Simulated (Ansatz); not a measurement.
# BFH₂O (SMILES OBF): one structure at several levels

Aim: energy, forces and dipole at a structure displaced at random from a GFN2-xTB minimum, from CCSD(T) and from density functionals.

Method: single points in def2-TZVPP; program: Ansatz 0.2.0, Gaussian basis.

Cores are frozen in the correlated methods.

## (1) Where the work starts

5 atoms, charge 0, spin multiplicity 1.

Atoms are counted from 1 here; the program's logs count them from 0.

Bond lengths: O1–B2 1.216 Å, O1–H4 0.830 Å, B2–F3 1.428 Å, B2–H5 1.413 Å. Angles: B2–O1–H4 111.3°, O1–B2–F3 117.8°, O1–B2–H5 128.8°, F3–B2–H5 112.4°.

Coordinates:

```xyz
5
charge 0, multiplicity 1
O    -0.9815    0.2193    0.0799
B     0.1981   -0.0208    0.2529
F     1.0015   -0.2803   -0.8983
H    -1.2110    0.0568   -0.7015
H     0.9710    0.1330    1.4255
```

## (2) CCSD(T)/def2-TZVPP

The input, run/in.yaml:

```yaml
crystal:
  periodic: [false, false, false]
  atoms:
    - {symbol: O, position_ang: [-0.981500, 0.219300, 0.079900]}
    - {symbol: B, position_ang: [0.198100, -0.020800, 0.252900]}
    - {symbol: F, position_ang: [1.001500, -0.280300, -0.898300]}
    - {symbol: H, position_ang: [-1.211000, 0.056800, -0.701500]}
    - {symbol: H, position_ang: [0.971000, 0.133000, 1.425500]}
basis:
  gaussian: {orbitals: def2-TZVPP}
correlation: {method: ccsd_t}
output: {forces: true}
```

No record of the launch command was kept for these runs.

## (3) PBE0-D4/def2-TZVPP

run/in.yaml: that of step 2 with these lines changed.

```diff
@@ -10,3 +10,3 @@
   gaussian: {orbitals: def2-TZVPP}
-correlation: {method: ccsd_t}
-output: {forces: true}
+hamiltonian: {xc: pbe0, dispersion: d4}
+output: {forces: true, orbitals: {seedname: orbitals}}
```

## (4) wB97M-V/def2-TZVPP

run/in.yaml: that of step 3 with these lines changed.

```diff
@@ -10,3 +10,3 @@
   gaussian: {orbitals: def2-TZVPP}
-hamiltonian: {xc: pbe0, dispersion: d4}
-output: {forces: true, orbitals: {seedname: orbitals}}
+hamiltonian: {xc: {name: wB97M-V}}
+output: {forces: true}
```

## (5) r2SCAN-D4/def2-TZVPP

run/in.yaml: that of step 4 with these lines changed.

```diff
@@ -10,3 +10,3 @@
   gaussian: {orbitals: def2-TZVPP}
-hamiltonian: {xc: {name: wB97M-V}}
+hamiltonian: {xc: r2scan, dispersion: d4}
 output: {forces: true}
```

## (6) PBE-D4/def2-TZVPP

run/in.yaml: that of step 5 with these lines changed.

```diff
@@ -10,3 +10,3 @@
   gaussian: {orbitals: def2-TZVPP}
-hamiltonian: {xc: r2scan, dispersion: d4}
+hamiltonian: {xc: pbe, dispersion: d4}
 output: {forces: true}
```

## (7) LC-wPBE/def2-TZVPP

run/in.yaml: that of step 6 with these lines changed.

```diff
@@ -10,3 +10,3 @@
   gaussian: {orbitals: def2-TZVPP}
-hamiltonian: {xc: pbe, dispersion: d4}
+hamiltonian: {xc: {name: LC-wPBE}}
 output: {forces: true}
```

## (8) r2SCANh-D4/def2-TZVPP

run/in.yaml: that of step 7 with these lines changed.

```diff
@@ -10,3 +10,3 @@
   gaussian: {orbitals: def2-TZVPP}
-hamiltonian: {xc: {name: LC-wPBE}}
+hamiltonian: {xc: {name: r2SCANh}, dispersion: d4}
 output: {forces: true}
```

(Steps that only read results are left out.)

Q: Predict the outcome of this session. Wanted: energy less free atoms, CCSD(T)/def2-TZVPP; RMS force component; RMS force error; HOMO and LUMO, PBE0-D4; T1 diagnostic.

The runs gave:

| quantity | value |
| --- | --- |
| energy less free atoms, CCSD(T)/def2-TZVPP | -1866.3 kJ/mol |
| RMS force component | 5.001 to 5.165 eV/Å over the methods |
| RMS force error | PBE0-D4 0.214, wB97M-V 0.160, r2SCAN-D4 0.176, PBE-D4 0.275, LC-wPBE 0.177, r2SCANh-D4 0.207 eV/Å |
| HOMO and LUMO, PBE0-D4 | -9.65 and 0.30 eV |
| T1 diagnostic | 0.012 |

Against CCSD(T) the functionals' energies less atoms differ by -95.9 to -45.0 kJ/mol, PBE-D4 by -95.9 kJ/mol. A larger basis would deepen the CCSD(T) value, while the functionals are nearly converged already, so the order here is not reliable. For forces wB97M-V does best and PBE-D4 worst. Frozen-core CCSD(T) forces in triple zeta carry basis errors of their own, and this is one geometry, so small gaps rank nothing.
